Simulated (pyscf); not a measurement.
Single points on ωB97X-D3(BJ)/def2-SVP structures (PySCF, gas phase). MP2 and CC: frozen core, UHF for open shells. ΔMP2 is the change of the MP2 total energy from the triple- to the quadruple-zeta basis.

SMILES: N[SiH](O)N
```xyz
10

N     -0.9315    -1.7700    -1.1740
Si    -0.1399    -0.9049     0.0958
N      1.4181    -0.5296    -0.5333
O     -1.1623     0.3518     0.5120
H     -0.4290    -2.4953    -1.6744
H     -1.9183    -1.9926    -1.0985
H      0.0940    -1.5760     1.4008
H      2.1747    -0.2588     0.0847
H      1.5330    -0.1380    -1.4618
H     -1.5051     0.8579    -0.2324
```
Charge 0, spin multiplicity 1.

What is the homolytic dissociation enthalpy (298 K, CCSD(T)/def2-TZVPP + ΔMP2(QZVPP)) of the O–Si bond of H₂N–SiH(NH₂)–OH (SMILES N[SiH](N)O), to H₂N–SiH•–NH₂ + OH•?

O–Si to H₂N–SiH•–NH₂ + OH•: 133.8 kcal/mol. Other isomers of H₂N–SiH•–NH₂ were not searched in full and may lie lower. The CCSD(T) − MP2 part came from Ansatz, without density fitting, on the same reference. Left out: the spin-orbit lowering of OH.
